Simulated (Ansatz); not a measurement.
Start from `N#CC(F)F` and change one atom or group to get `N#CC(F)(F)F`.

Ansatz, PBE0-D4/def2-TZVP geometries, multiplicity 1. 

| property | `N#CC(F)F` |
| --- | --- |
| HOMO–LUMO gap (ωB97M-V/def2-TZVPP) / eV | 14.67 |
| HOMO energy (PBE0/def2-TZVPP) / eV | -10.70 |
| zero-point energy (PBE0-D4/def2-TZVP) / kJ/mol | 81.9 |
| LUMO energy (B3LYP/def2-TZVPP) / eV | -0.97 |
| HOMO energy (ωB97M-V/def2-TZVPP) / eV | -13.06 |
| HOMO–LUMO gap (PBE0/def2-TZVPP) / eV | 10.02 |

(1) Give the same properties after the change, and the shifts. (Estimate.)

Results:

(1) The calculation gave: 
```json
{"property": "HOMO–LUMO gap (ωB97M-V/def2-TZVPP) / eV", "`N#CC(F)(F)F`": "15.07", "shift": "0.40"}
{"property": "HOMO energy (PBE0/def2-TZVPP) / eV", "`N#CC(F)(F)F`": "-11.13", "shift": "-0.43"}
{"property": "zero-point energy (PBE0-D4/def2-TZVP) / kJ/mol", "`N#CC(F)(F)F`": "60.4", "shift": "-21.5"}
{"property": "LUMO energy (B3LYP/def2-TZVPP) / eV", "`N#CC(F)(F)F`": "-1.09", "shift": "-0.12"}
{"property": "HOMO energy (ωB97M-V/def2-TZVPP) / eV", "`N#CC(F)(F)F`": "-13.51", "shift": "-0.45"}
{"property": "HOMO–LUMO gap (PBE0/def2-TZVPP) / eV", "`N#CC(F)(F)F`": "10.34", "shift": "0.32"}
```

With PBE0 the HOMO falls by 0.43 eV and the LUMO falls by 0.11 eV, so the gap widens by about 0.32 eV. PBE moves the HOMO by -0.51 eV and ωB97M-V by -0.45 eV.

B3LYP here is the variant with VWN-RPA as its local correlation; programs differ in this.
